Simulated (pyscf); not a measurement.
H₂Ga–SeH + H₂Se → HSe–GaH–SeH + hydrogen (H₂), a four-centre exchange (singlet surface; Ga–H, H–Se broken, Ga–Se, H–H formed). PySCF, gas phase, ωB97X-D3(BJ)/def2-SVP geometries. Energies in kcal/mol from the separated reactants.

Small-basis levels: PySCF, no dispersion term, spherical d functions. AM1 to PM7: differences of heats of formation from MOPAC. Cost: rough CPU time at the saddle relative to B3LYP/6-31G*+LANL2DZ, from one job on a shared machine.

```json
[
 {"level": "HF/6-31G*+LANL2DZ", "barrier": "36.0", "reaction energy": "-18.2", "cost": "0.2"},
 {"level": "SVWN5/6-31G*+LANL2DZ", "barrier": "___", "reaction energy": "-22.1", "cost": "0.9"},
 {"level": "BP86/6-31G*+LANL2DZ", "barrier": "11.7", "reaction energy": "-21.0", "cost": "1"},
 {"level": "PBE/def2-SVP", "barrier": "5.7", "reaction energy": "-19.1", "cost": "6"},
 {"level": "AM1", "barrier": "-30.7", "reaction energy": "-43.0", "cost": "under 0.02"},
 {"level": "PM6", "barrier": "___", "reaction energy": "+8.2", "cost": "under 0.02"},
 {"level": "PM7", "barrier": "104.8", "reaction energy": "+136.4", "cost": "under 0.02"},
 {"level": "ωB97M-D3(BJ)/def2-TZVP", "barrier": "___", "reaction energy": "-19.1", "cost": "–"}
]
```

### Question
Complete the blanks.

### Answer

- SVWN5/6-31G*+LANL2DZ, barrier: 0.7
- PM6, barrier: 43.7
- ωB97M-D3(BJ)/def2-TZVP, barrier: 13.8

Against the last row the barrier runs from -44.5 (AM1) to +90.9 kcal/mol (PM7). At AM1, PM7 this geometry lies under one side, so the entry may be no barrier of that level: it is a single point on another level's saddle. ωB97M-D3(BJ)/def2-TZVP has limits of its own. On the reactant side the descent ends in an adduct with a Ga–Se contact, 13.2 kcal/mol under the separated species and 21.8 kcal/mol under the saddle at ωB97X-D3(BJ)/def2-TZVP. What is counted as formed (Ga–Se) is already present as a longer contact in the reactant adduct; forming that adduct is a step of its own. At ωB97X-D3(BJ) the barrier from the zero used here is 8.6 kcal/mol. One saddle was located; it need not be the lowest between these sides. In the def2 sets elements up to Kr have no core potential.
